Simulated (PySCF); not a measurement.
**Working out the ionisation energy of P**

P [Ne] 3s2 3p3 (4S) → P⁺ [Ne] 3s2 3p2 (3P). Computed with PySCF 2.14 in x2c-QZVPPall with one added diffuse shell each of s, p, d, f type (10s7p5d3f1g, 86 functions), with scalar relativity by spin-free X2C-1e. Frozen: 1s2. Energies in hartree (1 hartree = 27.21139 eV):

| part | P (lower) | P⁺ (upper) |
| --- | --- | --- |
| UHF | -341.536987 | -341.173436 |
| CCSD correlation | -0.291614 | -0.271811 |
| (T) | -0.006501 | -0.004651 |

Task: What does Hartree-Fock give?

Result: (-341.173436) − (-341.536987) = 0.363551 hartree = 9.893 eV.

Task: What do CCSD and CCSD(T) give?

Result: The CCSD correlation energies differ by 0.019803 hartree = 0.539 eV and the triples by 0.001850 hartree = 0.050 eV, so CCSD gives 10.432 eV and CCSD(T) 10.482 eV.

Measured between the centres of the two terms (NIST): 10.526 eV, so CCSD(T) (valence and next inner shell) is off by -0.044 eV.

What remains against the reference includes basis incompleteness, the frozen core and higher excitations.
